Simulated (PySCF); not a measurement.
Run record: geometry optimisation, `C=C=C=CN`.

Computed with PBE0-D3(BJ)/def2-TZVP geometry optimisation, gas phase (PySCF 2.14.0). Start geometry: GFN2-xTB. A driver script takes a list of jobs; this job's settings line and coordinates (Å) are shown.

Input:
```
{"job": {"xc": "PBE0", "basis": "def2-TZVP", "d3": "d3bj", "grid": 2, "kind": "geom"}, "charge": 0, "multiplicity": 1}
C      2.562372    -0.240351     0.191820
C      1.281439     0.034032     0.213574
C      0.061547     0.326814     0.243574
C     -1.226386     0.614988     0.280599
N     -2.241577    -0.311473     0.144890
H      2.920238    -1.255169     0.136182
H      3.303588     0.540930     0.226296
H     -1.556893     1.644607     0.346813
H     -1.967833    -1.275098     0.261811
H     -3.127612    -0.074626     0.560677
```

Output:
```
step   0  E = -209.91870800  max force = 0.006829
step   1  E = -209.91894065  max force = 0.002340
step   2  E = -209.91892831  max force = 0.003663
step   3  E = -209.91900332  max force = 0.001242
step   4  E = -209.91901653  max force = 0.001428
step   5  E = -209.91903054  max force = 0.000792
step   6  E = -209.91903686  max force = 0.000100
optimisation converged
```

Energies in Eh; «max force» is the largest Cartesian gradient component in Eh/bohr.

Question: At which steps does the energy rise by more than 1e-5 Eh?

Answer: At step 2 (+0.01 mEh).

Summary of the converged run: final energy -209.91904 Eh after 6 steps; dipole 2.70 D.

Question: Estimate the wall time. Hardware: one thread of an Arm Neoverse V1, shared host. And the peak memory of the process?

Answer: About 52 s, with 0.76 GiB resident at the peak, the Python interpreter and its libraries included.
Labels such as C1 count atoms from 1, the log's own numbers from 0.
